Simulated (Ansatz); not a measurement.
# CH₂Al (doublet): wave-function methods side by side, def2-QZVPP

An exercise on one series of results from a longer session: the logs are not shown, and one member is left open.

The runs use Ansatz 0.2.0, Gaussian basis; def2-QZVPP, core rule «outside noble gas», up to 6 orbitals frozen.

The runs, in order: UHF; ROHF; CCSD(T) on UHF.

### The geometry

The geometry is a PBE0/def2-TZVP stationary point (not a proven minimum) of the parent state, kept for this charge and spin.

4 atoms, charge 0, spin multiplicity 2.

Atoms are counted from 1 here; the program's logs count them from 0.

Bond lengths: Al1–C2 1.948 Å, C2–H3 1.088 Å, C2–H4 1.088 Å. Angles: Al1–C2–H3 122.6°, Al1–C2–H4 122.6°, H3–C2–H4 114.8°.

Geometry (Å):

```xyz
4

Al    0.0000    0.0000    0.6950
C     0.0000    0.0000   -1.2528
H     0.0000    0.9163   -1.8387
H     0.0000   -0.9163   -1.8387
```

The first run:

Contents of in.yaml:

```yaml
crystal:
  periodic: [false, false, false]
  atoms:
    - {symbol: Al, position_ang: [0.000000, 0.000000, 0.695038]}
    - {symbol: C, position_ang: [0.000000, 0.000000, -1.252764]}
    - {symbol: H, position_ang: [0.000000, 0.916303, -1.838714]}
    - {symbol: H, position_ang: [0.000000, -0.916304, -1.838714]}
basis:
  gaussian: {orbitals: "def2-QZVPP.json"}
magnetization: {spin_polarized: true, initial_magnetization: 1}
hamiltonian: {xc: hf}
output: {orbitals: {seedname: orbitals}}
```

Run with:

```console
$ ansatz run in.yaml --threads 1 --pin off --events-out ev --progress --plain --max-ram 2393MiB
```

Steps of the session up to this table: UHF; ROHF; CCSD(T) on UHF.

One table of the session follows, with a row left open; its other results are not shown here.

It belongs to the step «Misses and costs». 

| method | from UCCSD(T) (kcal/mol) |
| --- | --- |
| ROHF | +157.73 |
| UHF | +155.11 |
| UMP2 | +22.38 |
| UCCSD | ? |
| UCCSD(T) | 0 |

**Question.** Estimate the row for UCCSD.

**Answer.** from UCCSD(T) (kcal/mol): +5.50. In the column «from UCCSD(T) (kcal/mol)» it lies between UCCSD(T) (0) and UMP2 (+22.38).

To keep in mind: Warnings: spin contamination; coupled cluster took another determinant than the lowest.
